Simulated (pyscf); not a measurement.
Optimised with ωB97X-D3(BJ)/def2-SVP in PySCF.

**Question.** PBE/def2-TZVP puts the barrier of `[CH3][SiH2]` [doublet] + `[SiH4]` -> `[CH3][SiH3]` + `[SiH3]` [doublet] (hydrogen abstraction; doublet surface; H–Si broken, H–Si formed) at 3.8 kcal/mol and the reaction energy at -0.3 kcal/mol, from the separated reactants. What do B3LYP-D3(BJ)/def2-TZVP, M06-2X/def2-TZVP, ωB97M-D3(BJ)/def2-TZVP give on the same structures?

**Answer.** B3LYP-D3(BJ): ΔE‡ = 6.2 kcal/mol, ΔE = -0.4 kcal/mol; M06-2X: ΔE‡ = 9.9 kcal/mol, ΔE = -0.6 kcal/mol; ωB97M-D3(BJ): ΔE‡ = 8.9 kcal/mol, ΔE = -0.8 kcal/mol. PBE's barrier lies under all of them, by 2.4 to 6.0 kcal/mol. Its reaction energy matches one of them and lies within 0.5 kcal/mol of the others. Low barriers are usual for a GGA, whose delocalisation error favours stretched bonds. One saddle was located; it need not be the lowest between these sides. The angle at the transferred H is 172°.
